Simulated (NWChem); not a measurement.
System: propane (C$_{3}$H$_{8}$); SMILES CCC

```xyz
11

C     -1.2711     0.0000     0.2568
C      0.0000     0.0000    -0.5793
C      1.2711     0.0000     0.2568
H     -2.1740     0.0000    -0.3732
H     -1.3212    -0.8875     0.9087
H     -1.3212     0.8875     0.9087
H      0.0000     0.8792    -1.2469
H      0.0000    -0.8792    -1.2469
H      2.1740     0.0000    -0.3732
H      1.3212     0.8875     0.9087
H      1.3212    -0.8875     0.9087
```
Atoms are numbered in this order, from 1.

All runs: NWChem. Pople sets run with spherical d functions. All runs use the structure optimised with PBE0/def2-SVP. B3LYP is NWChem's, with the RPA form of VWN correlation. Total energies compare along this basis series because the functional is fixed.

```
level              basis functions  energy (Ha)  highest occupied level (eV)  orbital gap (eV)  dipole (D)
-----------------  ---------------  -----------  ---------------------------  ----------------  ----------
B3LYP/STO-3G                    23    -117.7325                        -7.85             18.11        0.02
B3LYP/3-21G                     43    -118.5014                        -8.69             11.94        0.04
B3LYP/6-31G*                    58    -119.1419                        -8.77             11.36        0.06
B3LYP/6-31+G*                   70    -119.1462                        -8.91              9.34        0.09
B3LYP/def2-SVP                  82    -119.0572                        -8.84             10.40        0.06
B3LYP/def2-SVPD                124    -119.0651                        -8.91              9.46        0.09
B3LYP/def2-TZVP                141    -119.1919                        -8.91              9.83        0.09
B3LYP/6-311++G**               122    -119.1808                        -8.91              8.72        0.09
B3LYP/aug-cc-pVTZ              322    -119.1924                        -8.91              8.65        0.10
```
